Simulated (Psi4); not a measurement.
Process, species as SMILES: N#N (N2) + H+ → [NH+]#N
B3LYP-D3(BJ)/def2-TZVP geometries, fixed; electronic energies without zero-point terms; positive where energy is released.

Basis-set convergence of the proton affinity at B3LYP with Psi4. Cartesian d functions, on some or all atoms, in 6-31G*, 6-31+G*; all else is spherical. Density fitting with the program's default auxiliary sets. Psi4's default fitting sets serve the pcseg sets less well. No added dispersion term, no relativity. Functions are those of the species that has most. Reference: the value in aug-cc-pVQZ, 122.66 kcal/mol, itself unsure by roughly 0.20 kcal/mol (its mean distance from cc-pV5Z, def2-QZVPPD, def2-QZVPP). Deviations are taken from unrounded values.

```tsv
basis	functions	proton affinity (kcal/mol)
6-31G*	32	121.63
6-31+G*	40	119.03
cc-pVDZ	33	124.82
aug-cc-pVDZ	55	120.43
def2-SVP	33	124.27
def2-SVPD	48	122.50
pcseg-1	33	120.95
aug-pcseg-1	55	119.26
6-311G**	42	123.42
6-311+G**	50	121.60
def2-TZVP	68	122.43
def2-TZVPD	83	122.23
cc-pVTZ	74	123.52
aug-cc-pVTZ	115	122.44
pcseg-2	74	122.79
aug-pcseg-2	115	122.64
def2-TZVPP	76	122.88
def2-TZVPPD	91	122.66
cc-pVQZ	140	123.14
aug-cc-pVQZ	206	122.66
def2-QZVPP	144	123.03
def2-QZVPPD	159	122.66
pcseg-3	153	122.83
aug-pcseg-3	219	122.67
```

What the diffuse functions change, pair by pair:
- 6-31G* to 6-31+G*: 8 more functions, deviation -1.04 to -3.64 kcal/mol
- cc-pVDZ to aug-cc-pVDZ: 22 more functions, deviation 2.16 to -2.23 kcal/mol
- def2-SVP to def2-SVPD: 15 more functions, deviation 1.61 to -0.16 kcal/mol
- pcseg-1 to aug-pcseg-1: 22 more functions, deviation -1.71 to -3.40 kcal/mol
- 6-311G** to 6-311+G**: 8 more functions, deviation 0.76 to -1.06 kcal/mol
- def2-TZVP to def2-TZVPD: 15 more functions, deviation -0.23 to -0.43 kcal/mol
- cc-pVTZ to aug-cc-pVTZ: 41 more functions, deviation 0.86 to -0.22 kcal/mol
- pcseg-2 to aug-pcseg-2: 41 more functions, deviation 0.12 to -0.02 kcal/mol
- def2-TZVPP to def2-TZVPPD: 15 more functions, deviation 0.22 to 0.00 kcal/mol
- cc-pVQZ to aug-cc-pVQZ: 66 more functions, deviation 0.48 to 0.00 kcal/mol
- def2-QZVPP to def2-QZVPPD: 15 more functions, deviation 0.37 to -0.01 kcal/mol
- pcseg-3 to aug-pcseg-3: 66 more functions, deviation 0.17 to 0.00 kcal/mol

Leaving out the reference's own pair, they bring the value nearer the reference by more than 0.20 kcal/mol in 4 of 11 pairs.
